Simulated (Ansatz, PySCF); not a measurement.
Gas-phase reaction in SMILES: C/C=C/Cl + 4 [H][H] (H2) -> 3 C (CH4) + Cl (HCl)

Wanted: energy of full hydrogenation (electronic), in kcal/mol. Terms: no spin-orbit coupling; LANL2DZ with its own core potentials from Na on; dispersion terms only where a functional's name holds one; valence correlation only; 6-311+G** with 5d, 6d on Na to Ar in Ansatz (an electronic-structure program); 6-31G* and kin with 6d, 5d where marked; non-relativistic. CBS marks a two-point X^-3 extrapolation of the correlation energy; Hartree-Fock from the larger set. First-principles rows: single points at B3LYP-D3(BJ) geometries (Ansatz).

Coupled cluster (Ansatz) is a level with limits of its own, used here on species with T1 under 0.025 (0.045 for open shells) and stable references: CCSD(T)/CBS(cc-pV(T+d)Z,cc-pV(Q+d)Z).

Value to compare with, CCSD(T)/CBS(cc-pV(T+d)Z,cc-pV(Q+d)Z) (Ansatz): -89.7 kcal/mol.

```tsv
level	program	energy of full hydrogenation (electronic) (kcal/mol)	difference
PBE/3-21G	Ansatz	-91.8	-2.1
PBE/LANL2DZ	Ansatz	-96.2	-6.5
B3LYP/LANL2DZ	Ansatz	-98.8	-9.1
B3LYP/6-31G*	Ansatz	-90.2	-0.5
PBE0/6-311+G**	Ansatz	-95.7	-6.0
B3PW91/6-31G* (5d)	PySCF	-91.9	-2.2
PBE/def2-TZVPD	Ansatz	-87.7	2.0
```

Among the 6 habitual levels, B3LYP/LANL2DZ lies farthest from CCSD(T)/CBS(cc-pV(T+d)Z,cc-pV(Q+d)Z) (Ansatz) (-9.1 kcal/mol) and B3LYP/6-31G* nearest (-0.5); 0 of 6 lie above it, and their mean absolute difference is 4.4 kcal/mol, the median 4.1. One case shows no general order.

The levels are drawn from those run, B3LYP/6-31G* more often than the rest, none by its result; left out are runs that failed, that the program found above a lower state of the same kind, or whose <S^2> lies over 0.5 above the pure value.
